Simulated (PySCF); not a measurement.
# HO3P: a base run and its variants

Base input, run as `OMP_NUM_THREADS=1 python input.py` with PySCF 2.14:

```python
from pyscf import gto, scf

mol = gto.M(
    atom='P 0.057 0.0935 0; O 1.4716 -0.0123 0; O -0.8494 1.1924 0; O -0.6337 -1.2853 0; H -1.5768 -1.1973 0',
    basis='lanl2dz',
    ecp={'P': 'lanl2dz'},
    charge=0,
    spin=0,
    verbose=4,
)
mf = scf.RHF(mol)
mf = mf.density_fit(auxbasis='def2-universal-jkfit')
mf.kernel()
mf.nuc_grad_method().kernel()
mf.dip_moment()
print('orbital energies (hartree):', mf.mo_energy[..., max(0, mol.nelec[1]-3):mol.nelec[0]+3].round(4))
```

Base result: E(SCF) = -231.291710 Eh, 11 cycles, μ(SCF) = 3.70 D. 

Hardware: Arm Neoverse N1, 1 thread, shared host. Wall time 2.8 s, peak memory 0.13 GiB.

Each row names what differs from the base; energies in brackets are changes from the base.

```tsv
change	result	wall time (s)
geometry: coordinates × 0.98 → coordinates × 0.5 [unsound on purpose]	E(SCF) = -218.122821 Eh, 10 cycles, μ(SCF) = 2.74 D	2.8
functional: none (Hartree–Fock) → b3pw91; SCF type: RHF → RKS; step after the SCF: gradient → analyze	E(SCF) = -232.532736 Eh, 10 cycles, μ(SCF) = 3.41 D	4.2
core potential: on → off [unsound on purpose]	E(SCF) = -301.426049 Eh, 10 cycles, μ(SCF) = 4.64 D	1.8
geometry: coordinates × 0.98 → coordinates × 1.96 [stretched restricted solution, likely unstable]	not converged: SCF after 50 cycles	2.3
step after the SCF: gradient → ccsd; frozen orbitals: default → 0	E(SCF) = -231.291710 Eh (+0.0000 eV), 11 cycles, E(CCSD) − E(SCF) = -0.42307 Eh, μ(SCF) = 3.70 D	4.2
spin-free X2C: off → on [unsound on purpose]	stops with NotImplementedError	1
length unit: angstrom → bohr [unsound on purpose]	E(SCF) = -219.942457 Eh, 10 cycles, μ(SCF) = 2.80 D	2.8
step after the SCF: gradient → ccsd(t); frozen orbitals: default → 0	E(SCF) = -231.291710 Eh (+0.0000 eV), 11 cycles, E(CCSD) − E(SCF) = -0.42307 Eh, (T) = -0.01327 Eh, μ(SCF) = 3.70 D	5.4
spin (2S): 0 → 42 [unsound on purpose] [runs as restricted open-shell]	stops with AssertionError	0.93
smearing width (hartree): none → 0.005; step after the SCF: gradient → none	E(SCF) = -231.291710 Eh (+0.0000 eV), 11 cycles, μ(SCF) = 3.70 D	1.3
```
